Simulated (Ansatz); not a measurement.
Input file:

```yaml
crystal:
  periodic: [false, false, false]
  atoms:
    - {symbol: Ge, position_ang: [0.000000, -0.051545, 1.252285]}
    - {symbol: As, position_ang: [0.000000, 0.049023, -1.213340]}
    - {symbol: H, position_ang: [0.000000, 1.545262, 1.304675]}
    - {symbol: H, position_ang: [0.000000, -1.474451, -1.364821]}
basis:
  gaussian: {orbitals: cc-pVDZ}
total_charge: 1
magnetization: {spin_polarized: true, initial_magnetization: 0}
correlation: {method: ccsdt_q, electrons: outside_noble_gas}
```

```sh
$ ansatz run in.yaml --threads 1 --pin off --events-out ev --progress --plain --max-ram 2393MiB
```

Output:

```
1288 factors; integrals over basis functions are off by at most 1.8e-7 eV
mean field evaluation 1: about -117285.9865 eV, gradient 1.4e1 eV
mean field evaluation 2: about -117286.0145 eV, gradient 1.4e1 eV
mean field evaluation 4: about -117288.2151 eV, gradient 1.8e0 eV
mean field evaluation 8: about -117288.3928 eV, gradient 2.5e-1 eV
mean field evaluation 16: about -117288.3990 eV, gradient 4.3e-3 eV
mean field evaluation 32: about -117289.5005 eV, gradient 9.0e-5 eV
mean field evaluation 64: about -117290.3918 eV, gradient 3.7e-1 eV
mean field evaluation 96: about -117289.3542 eV, gradient 1.2e-4 eV
mean field evaluation 128: about -117288.3980 eV, gradient 1.0e-1 eV
mean field evaluation 160: about -117290.4124 eV, gradient 8.5e-1 eV
...
cycle  32  -5.24549358 eV  change    2.4e-7 eV  update   4.0e-7
cycle  33  -5.24549359 eV  change   -1.2e-8 eV  update   3.8e-7
cycle   1  -5.24549390 eV  update   2.7e-7
cycle   2  -5.24549396 eV  change   -6.7e-8 eV  update   2.3e-7
cycle   3  -5.24549415 eV  change   -1.9e-7 eV  update   2.2e-7
cycle   4  -5.24549448 eV  change   -3.2e-7 eV  update   1.9e-7
cycle   5  -5.24549465 eV  change   -1.7e-7 eV  update   1.5e-7
cycle   6  -5.24549492 eV  change   -2.7e-7 eV  update   1.3e-7
cycle   7  -5.24549530 eV  change   -3.8e-7 eV  update   1.0e-7
cycle   8  -5.24549555 eV  change   -2.5e-7 eV  update   6.9e-8
perturbative correction -0.06674564 eV, -0.0024528572 hartree
WARN: the results are in doubt because among natural orbitals full CI differs from the method by +0.587 eV
Total energy: -117295.88468589 eV, -4310.5442562001 hartree
In doubt: among natural orbitals full CI differs from the method by +0.587 eV
```

Ran on 1 thread of Arm Neoverse V1, shared host: 2.5 min wall, 0.47 GiB peak host memory.
